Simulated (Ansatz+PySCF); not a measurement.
Results of a calculation; reference values are marked as such.
Input for PySCF 2.14.0:

```python
from pyscf import gto, scf, cc

mol = gto.M(atom="""
P 0.000000 0.000000 0.000000
O 0.000000 0.000000 1.540000
""", basis='6-31g', charge=0, spin=1)
mf = scf.UHF(mol)
mf.kernel()
mycc = cc.CCSD(mf, frozen=6).run()
et = mycc.ccsd_t()
print(mf.e_tot, mycc.e_corr, et, mycc.e_tot + et)
```

The script is written out from the run's settings.

Results

| Item | Value |
| --- | --- |
| Converged | yes |
| Reference energy | -415.45573 hartree |
| CCSD correlation energy | -0.19592 hartree |
| Triples correction | -0.00840 hartree |
| Total energy | -415.66006 hartree |
| Spin squared of the determinant | 0.763 |

The reference isn't the lowest determinant (another lies 0.34 eV lower), but the same method gives a higher total on the lower determinant.
